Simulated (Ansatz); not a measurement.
Structure relaxation of CdSn₂

Theory: DFT PBE, scalar-relativistic, plane waves, PAW in Ansatz. Cutoff 420 eV, Γ-centred k mesh, Gaussian smearing, no spin polarisation in the final step.

The start puts CdSn₂ on the MoSi2 (C11b) structure type (I4/mmm, No. 139), with Cd in place of Mo, Sn in place of Si, at a guessed volume.

```yaml
crystal:
  lattice:
    - [-1.94883, 1.94883, 4.78071]
    - [1.94883, -1.94883, 4.78071]
    - [1.94883, 1.94883, -4.78071]
  atoms:
    - { symbol: Cd, position: [0.00000, 0.00000, 0.00000] }
    - { symbol: Sn, position: [0.66500, 0.66500, 0.00000] }
    - { symbol: Sn, position: [0.33500, 0.33500, 0.00000] }
```

Steps on the 6×6×6 mesh (3 atoms). 7 of 7 steps are shown, and the free energy counts from the last. Trial steps that were taken back and renewals of the plane-wave basis can be among the rows.

| step | ΔF (meV/atom) | V (Å³/atom) | P (GPa) | largest force component (eV/Å) |
| --- | --- | --- | --- | --- |
| 1 | 44.1 | 24.21 | 5.71 | 0.165 |
| 2 | 4.8 | 27.67 | -1.21 | 0.037 |
| 3 | 1.4 | 27.01 | -0.27 | 0.024 |
| 4 | 0.9 | 26.88 | -0.05 | 0.020 |
| 5 | 2.6 | 26.60 | 0.75 | 0.074 |
| 6 | 0.6 | 26.86 | 0.02 | 0.011 |
| 7 | 0.0 | 26.86 | 0.00 | 0.011 |

A final relaxation ran on a 16×16×16 mesh. The relaxed crystal, I4/mmm (No. 139):

Space group I4/mmm (No. 139). a = 4.024 Å, b = 4.024 Å, c = 9.914 Å, α = 90.00°, β = 90.00°, γ = 90.00°
| atom | site | symmetry | x | y | z |
| --- | --- | --- | --- | --- | --- |
| Cd | 2a | 4/mmm | 0.0000 | 0.0000 | 0.0000 |
| Sn | 4e | 4mm | 0.5000 | 0.5000 | 0.1678 |

For CdSn₂, the volume per atom is 26.76 Å³, the density is 7.24 g/cm³ and the energy over the elements is 0.08 eV/atom. The gap on the 16×16×16 mesh is 0 eV (a metal).

Formation energies are uncorrected and refer to the elements' standard structures at the same level.

The final run used a 16×16×16 mesh on its 3-atom cell and 0.10 eV smearing. For metals, differences of a few meV/atom aren't resolved.

Symmetry constrained the relaxation, so the result can be a saddle point.

Cost: 3 runs of about 3.5 core-minutes in all, on Intel Xeon (Ice Lake) (shared hosts).